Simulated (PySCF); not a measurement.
Removing an electron from C3H8O

Compound: C3H8O.
Z-matrix (Å and degrees, PBE0-D3(BJ)/def2-TZVP geometry), rows numbered from 1:
```
C 
C   1  1.5161
O   2  1.4074  1  113.96
C   3  1.4000  2  113.85  1   -71.74
H   1  1.0920  2  110.44  3   -54.79
H   1  1.0929  2  109.89  3  -174.24
H   1  1.0919  2  112.14  3    66.27
H   2  1.0927  1  109.84  3   118.06
H   2  1.1013  1  110.13  3  -123.80
H   4  1.0903  3  107.31  2  -173.08
H   4  1.0973  3  112.60  2    67.75
H   4  1.0997  3  111.34  2   -54.18
```

The species is `O(C)CC` (C3H8O).

Level: wB97X-D/aug-cc-pVTZ (PySCF). Frontier orbitals with their largest atomic shares (Löwdin; up to four atoms above 4 %):

```json
{"orbital": "HOMO−3", "ε (eV)": "-12.51", "main atoms": "C1 30 %, C2 20 %, H5 10 %, C4 7 %"}
{"orbital": "HOMO−2", "ε (eV)": "-11.86", "main atoms": "C1 19 %, C2 19 %, C4 15 %, O3 11 %"}
{"orbital": "HOMO−1", "ε (eV)": "-10.74", "main atoms": "O3 41 %, C2 18 %, C4 12 %, C1 8 %"}
{"orbital": "HOMO", "ε (eV)": "-9.28", "main atoms": "?"}
{"orbital": "LUMO", "ε (eV)": "0.88", "main atoms": "H6 20 %, H7 14 %, H12 13 %, H9 10 %"}
{"orbital": "LUMO+1", "ε (eV)": "1.12", "main atoms": "H10 29 %, H6 24 %, H11 12 %, H8 11 %"}
{"orbital": "LUMO+2", "ε (eV)": "1.20", "main atoms": "H5 26 %, H9 21 %, H12 14 %, C1 10 %"}
```

What vertical ionisation energy does ΔSCF give, and how far is −ε(HOMO) from it?

ΔSCF: 9.72 eV (938 kJ/mol; threshold wavelength 128 nm); ⟨S²⟩ of the doublet left behind is 0.755, against 0.75 for a pure doublet. −ε(HOMO) is 9.28 eV, 0.44 eV below it. In exact Kohn–Sham theory the two would be equal; wB97X-D (range-separated hybrid) falls short of its own ΔSCF value by 5 %.

On which atoms does the HOMO lie?

O3 (ether oxygen) 54 %, C4 (methoxy carbon) 14 %, C2 (sp3 carbon bound to oxygen) 11 %, C1 (methyl carbon) 6 %. The HOMO−1 lies 1.46 eV lower.

What kinetic energy would electrons from this vertical process carry with Lyman-α light (10.199 eV)?

10.20 − 9.72 = 0.48 eV.

What total energies stand behind the ΔSCF value?

E(N) = -194.35136 Eh and E(N − 1) = -193.99403 Eh at the same geometry, 0.35733 Eh apart.

How many of the 10 lowest singlet excitations (vertical TDDFT, same level) lie below the ionisation energy?

All 10; they run from 6.75 to 8.52 eV.

Shift the occupied levels rigidly so that −ε(HOMO) equals the ΔSCF value. What binding energies result?

The shift is +0.44 eV: HOMO 9.72, HOMO−1 11.18, HOMO−2 12.30, HOMO−3 12.95 eV. A rigid shift is only a rough guide to the deeper ionisations.

Geometry: PBE0-D3(BJ)/def2-TZVP, one conformer, isolated molecule.

These values come from a run that also computed excited states and ΔSCF ions. Hardware: one thread, AMD EPYC 7R43 (x86_64) (shared host). Cost: 1.7 min wall, 1.5 GiB resident at most.

wB97X-D is run here without its empirical dispersion term; that term would change no orbital, density or response property at a fixed geometry.
